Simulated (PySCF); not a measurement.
**Chlorine: a sound run and one with changed settings**

Sound run: Cl [Ne] 3s2 3p5, Cl⁺ [Ne] 3s2 3p4. All numbers are calculated (PySCF 2.14, the non-relativistic Hamiltonian (point nucleus), in def2-SVP). The sound run starts from symmetry-adapted Hartree-Fock orbitals and uses a fine grid where one is needed.

Changed run: initial guess 1e, at most 50 SCF cycles, level shift 10.0 hartree.

```csv
species,method,sound run (hartree),changed run (hartree),converged
Cl,UHF,-459.31930,-459.31930,no
Cl,M06-L,-459.99131,-459.99110,no
Cl,TPSS,-460.00942,-460.00926,no
Cl⁺,UHF,-458.88624,-458.88623,no
Cl⁺,M06-L,-459.51020,-459.51017,no
Cl⁺,TPSS,-459.53474,-459.53468,no
```

A level shift slows the SCF but leaves a converged energy unchanged.
